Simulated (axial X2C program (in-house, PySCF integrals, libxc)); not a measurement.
Which molecule gave these maps?

PBE0 fields computed with an axial X2C code built on PySCF integrals, 2c, near the equilibrium distance, one atom at z = 0.

The maps cover the half plane through the axis: z from -2.4 to 4.2 Å along the bond, ρ from 0.15 to 2.25 Å away from it.

log10 of the density in e/bohr³:

```
 ρ\z  -2.4  -1.8  -1.2  -0.6   0.0   0.6   1.2   1.8   2.4   3.0   3.6   4.2
0.15  -3.2  -2.5  -1.7  -1.0   0.7  -1.0  -1.4  -0.5  -0.3  -2.6  -4.0  -4.3
0.45  -3.3  -2.5  -1.8  -1.2  -1.0  -1.1  -1.5  -1.3  -1.2  -2.9  -3.9  -4.3
0.75  -3.4  -2.7  -2.0  -1.4  -1.3  -1.4  -1.7  -2.0  -2.2  -3.2  -3.8  -4.3
1.05  -3.5  -2.9  -2.2  -1.8  -1.6  -1.7  -1.9  -2.3  -2.7  -3.3  -3.8  -4.3
1.35  -3.7  -3.1  -2.5  -2.1  -2.0  -2.0  -2.2  -2.5  -2.9  -3.4  -3.9  -4.4
1.65  -3.9  -3.3  -2.9  -2.5  -2.4  -2.4  -2.5  -2.7  -3.0  -3.5  -4.0  -4.4
1.95  -4.1  -3.6  -3.2  -2.9  -2.7  -2.7  -2.8  -3.0  -3.3  -3.6  -4.1  -4.5
2.25  -4.3  -3.9  -3.5  -3.2  -3.1  -3.0  -3.1  -3.2  -3.5  -3.8  -4.2  -4.7
```

Electron localisation function (collinear form, no current term, damped to 0 at low density):

```
 ρ\z  -2.4  -1.8  -1.2  -0.6   0.0   0.6   1.2   1.8   2.4   3.0   3.6   4.2
0.15  0.36  0.89  0.97  0.84  1.00  0.81  0.71  0.97  1.00  0.07  0.00  0.00
0.45  0.30  0.86  0.96  0.92  0.05  0.91  0.82  0.24  0.97  0.00  0.00  0.00
0.75  0.21  0.78  0.93  0.92  0.73  0.90  0.89  0.03  0.03  0.00  0.00  0.00
1.05  0.11  0.63  0.86  0.86  0.78  0.85  0.88  0.23  0.02  0.02  0.01  0.00
1.35  0.04  0.40  0.70  0.73  0.68  0.74  0.82  0.68  0.25  0.10  0.01  0.00
1.65  0.01  0.18  0.45  0.52  0.50  0.58  0.71  0.72  0.49  0.13  0.01  0.00
1.95  0.00  0.05  0.20  0.28  0.30  0.39  0.54  0.58  0.36  0.07  0.00  0.00
2.25  0.00  0.01  0.06  0.11  0.15  0.21  0.32  0.33  0.15  0.02  0.00  0.00
```

Axial spin density in 10⁻³ e/bohr³:

```
 ρ\z  -2.4  -1.8  -1.2  -0.6   0.0   0.6   1.2  1.8  2.4  3.0  3.6  4.2
0.15   0.5   2.8  15.7  65.5  24.0  27.9  12.9  0.2  4.7  0.0  0.1  0.1
0.45   0.5   2.4  12.1  42.5  29.6  19.4  11.1  2.6  0.5  0.2  0.1  0.1
0.75   0.4   1.7   7.5  21.2  18.2  12.0   8.3  3.7  1.1  0.4  0.1  0.1
1.05   0.3   1.1   4.1   9.4   9.2   7.0   5.5  3.3  1.3  0.5  0.1  0.1
1.35   0.2   0.7   2.1   4.1   4.4   3.9   3.4  2.3  1.1  0.4  0.1  0.0
1.65   0.1   0.4   1.0   1.8   2.1   2.1   1.9  1.4  0.8  0.3  0.1  0.0
1.95   0.1   0.2   0.5   0.8   1.0   1.1   1.1  0.8  0.5  0.2  0.1  0.0
2.25   0.0   0.1   0.2   0.4   0.5   0.6   0.6  0.5  0.3  0.1  0.1  0.0
```

Task: Which molecule is it?
A. HsF⁺
B. LiB
C. SrB
D. TlH⁻

Result: B. LiB, with B at z = 0 and Li at z = 2.133 Å, state Ω = 2 (⟨Sz⟩ = 1.00, ⟨Lz⟩ = 1.00 at PBE0), basis B dyall-v3z [7s6p2d1f], Li dyall-cv3z [7s8p2d] (cores contracted in-house). The state is one determinant whose occupation by symmetry is held fixed; it was picked as the lowest of a PBE0 search that is not exhaustive. Density functionals use the spin component along the axis (collinear). PBE0 can misorder states that lie within some tenths of an eV, so this need not be the ground state of the molecule. The nearest other 2c determinant of the search, Ω = 1, lies 0.30 eV up at the distance of the search. Without a current term, density functionals place determinants with orbital angular momentum somewhat too high. With several unpaired electrons one determinant need not be a pure state. Open-shell Ω = 0 determinants with evenly filled partner blocks cannot be reached by this program, so the Ω shown need not be the lowest component.
